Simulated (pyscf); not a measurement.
This saddle point was located with ωB97X-D3(BJ)/def2-SVP in PySCF.

```xyz
14

N      0.8855     1.8233    -0.6438
Hf    -0.0951     0.4392     0.5199
N     -0.5522    -1.2950    -0.4758
N     -1.8254     1.3290     1.1559
N      1.0092    -0.0779     2.1589
H      0.0298     2.0115    -1.6684
H      1.7207     2.2439    -1.0474
H     -0.8538    -1.3866    -1.4442
H     -0.5000    -2.2298    -0.0757
H     -2.7256     0.8776     1.3027
H     -1.9498     2.3327     1.2753
H      0.8172     0.1358     3.1347
H      1.8784    -0.6088     2.1148
H     -0.4149     1.9954    -2.4397
```
Charge 0, spin multiplicity 2.

Surface: doublet, charge 0. Lowest wavenumbers (cm⁻¹): 1248i, 84, 120, 128, 141.

**Question.** Which two sides does it connect, and which bonds change?

**Answer.** H₂N–Hf(NH₂)(NH₂)–NH₂ + H atom (H•) <-> [HN–Hf(NH₂)(NH₂)–NH₂]• + hydrogen (H₂), a hydrogen abstraction read from left to right: H–N broken and H–H formed. At ωB97M-D3(BJ)/def2-TZVP it lies +67.2 kJ/mol from the left side and +32.0 kJ/mol from the right (each side as separated species at their lowest minima found). This is the saddle that the search found; another between the same sides may lie lower. The angle at the transferred H is 167°. Open-shell species with a d-block atom are single-reference here; other states, and whether the spin sits on metal or ligand, were not checked. Elements past Kr carry the def2 core potentials, without spin-orbit coupling.
